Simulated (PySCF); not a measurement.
# CCl3F: calculation against experiment

**What was measured.**

From NIST CCCBDB Release 22 (SRD 101), experimental dipoles, for the gas: dipole moment (microwave Stark effect, vibrational ground state) 0.46 ± 0.02 D.

How close the calculation comes is told at the end.

Compound: CCl3F.
Atom-mapped SMILES: `[F:1][C:2]([Cl:3])([Cl:4])[Cl:5]`

Geometry (PBE0-D3(BJ)/def2-SVP, Å), atoms numbered from 1 in this order:
```
atom  x, y, z in Å
F1    -0.272   -0.299   -1.341
C2    -0.013   -0.014   -0.071
Cl3   -1.534   -0.008    0.829
Cl4    1.076   -1.247    0.573
Cl5    0.750    1.577    0.005
```

The PySCF runs (gas phase, on this PBE0-D3(BJ)/def2-SVP geometry; no spin–orbit coupling):

```json
{"level": "PBE0-D3(BJ)/def2-SVP, grid level 1", "job": "geometry optimisation from a GFN2-xTB start", "basis functions": "82", "wall time": "22 s"}
```

Hardware: one thread, Intel Xeon Platinum 8259CL at 2.50 GHz (x86_64), shared host.

**Comparison with experiment**

**Dipole moment.** Measured: 0.46 D (NIST CCCBDB Release 22 (SRD 101), experimental dipoles).

| level | computed (D) | computed − measured (D) | % (from the printed values) |
| --- | --- | --- | --- |
| PBE0-D3(BJ)/def2-SVP | 0.30 | -0.16 | -35 |

The computed dipoles belong to one fixed geometry; measured ones are averaged over vibrations unless marked μe. Magnitudes are compared, not signs.

The geometry is computed, not the measured one. Where a level misses, the cause wasn't examined.
